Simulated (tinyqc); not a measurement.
Inside a calculation. Method: CCSD on RHF in the sto-3g basis, for BH2+, spin multiplicity 1. One step of it, computed by the program tinyqc.

Task: Iteration 8 (converged): orbitals. Diagonalise F' = X^T F X, C = X C', fill 3 alpha and 3 beta electrons from the bottom; D = 2 C_occ C_occ^T. Each column has its largest component positive (the first on a tie).

converged F (hartree):
```
            1B 1s      1B 2s     1B 2px     1B 2py     1B 2pz      2H 1s      3H 1s
1B 1s   -7.908740  -2.296430   0.000000   0.000000   0.009440  -0.349628  -0.349628
1B 2s   -2.296430  -1.398388   0.000000   0.000000  -0.088833  -0.568272  -0.568272
1B 2px   0.000000   0.000000  -0.147241   0.000000   0.000000   0.000000   0.000000
1B 2py   0.000000   0.000000   0.000000  -0.545449   0.000000  -0.440375   0.440375
1B 2pz   0.009440  -0.088833   0.000000   0.000000  -0.189277  -0.177879  -0.177879
2H 1s   -0.349628  -0.568272   0.000000  -0.440375  -0.177879  -0.574368  -0.072867
3H 1s   -0.349628  -0.568272   0.000000   0.440375  -0.177879  -0.072867  -0.574368
```

X:
```
            1B 1s      1B 2s    1B 2px     1B 2py     1B 2pz      2H 1s      3H 1s
1B 1s    1.031182  -0.158263  0.000000   0.000000  -0.008318   0.024185   0.024185
1B 2s   -0.158263   1.166085  0.000000   0.000000   0.067074  -0.232289  -0.232289
1B 2px   0.000000   0.000000  1.000000   0.000000   0.000000   0.000000   0.000000
1B 2py   0.000000   0.000000  0.000000   1.128604   0.000000  -0.228798   0.228798
1B 2pz  -0.008318   0.067074  0.000000   0.000000   1.032761  -0.114003  -0.114003
2H 1s    0.024185  -0.232289  0.000000  -0.228798  -0.114003   1.146711  -0.012072
3H 1s    0.024185  -0.232289  0.000000   0.228798  -0.114003  -0.012072   1.146711
```

Give: F' = X^T F X; orbital energies; coefficients C; D after iteration 8.

Result:

F' = X^T F X (hartree):
```
         1        2        3        4        5        6        7
1  -7.7223  -1.1652   0.0000   0.0000   0.0014  -0.0090  -0.0090
2  -1.1652  -0.7614   0.0000   0.0000   0.0134  -0.3242  -0.3242
3   0.0000   0.0000  -0.1472   0.0000   0.0000   0.0000   0.0000
4   0.0000   0.0000   0.0000  -0.2924   0.0000  -0.3482   0.3482
5   0.0014   0.0134   0.0000   0.0000  -0.1356  -0.1377  -0.1377
6  -0.0090  -0.3242   0.0000  -0.3482  -0.1377  -0.2835  -0.0200
7  -0.0090  -0.3242   0.0000   0.3482  -0.1377  -0.0200  -0.2835
```

orbital energies (hartree): MO1 -7.9132, MO2 -0.9219, MO3 -0.7706, MO4 -0.2239, MO5 -0.1472, MO6 0.1361, MO7 0.2147

coefficients C:
```
            MO1      MO2      MO3      MO4     MO5      MO6      MO7
1B 1s    0.9924  -0.2388   0.0000   0.1376  0.0000  -0.1697   0.0000
1B 2s    0.0284   0.7258   0.0000  -0.5564  0.0000   0.8125   0.0000
1B 2px   0.0000   0.0000   0.0000   0.0000  1.0000   0.0000   0.0000
1B 2py   0.0000   0.0000   0.5843   0.0000  0.0000   0.0000   1.0184
1B 2pz   0.0006   0.0971   0.0000   0.7781  0.0000   0.6944   0.0000
2H 1s   -0.0045   0.2924   0.4067   0.2844  0.0000  -0.7381  -0.7472
3H 1s   -0.0045   0.2924  -0.4067   0.2844  0.0000  -0.7381   0.7472
```

D after iteration 8:
```
          1B 1s    1B 2s  1B 2px   1B 2py   1B 2pz    2H 1s    3H 1s
1B 1s    2.0838  -0.2903  0.0000   0.0000  -0.0452  -0.1486  -0.1486
1B 2s   -0.2903   1.0551  0.0000   0.0000   0.1410   0.4241   0.4241
1B 2px   0.0000   0.0000  0.0000   0.0000   0.0000   0.0000   0.0000
1B 2py   0.0000   0.0000  0.0000   0.6827   0.0000   0.4752  -0.4752
1B 2pz  -0.0452   0.1410  0.0000   0.0000   0.0189   0.0568   0.0568
2H 1s   -0.1486   0.4241  0.0000   0.4752   0.0568   0.5018  -0.1598
3H 1s   -0.1486   0.4241  0.0000  -0.4752   0.0568  -0.1598   0.5018
```
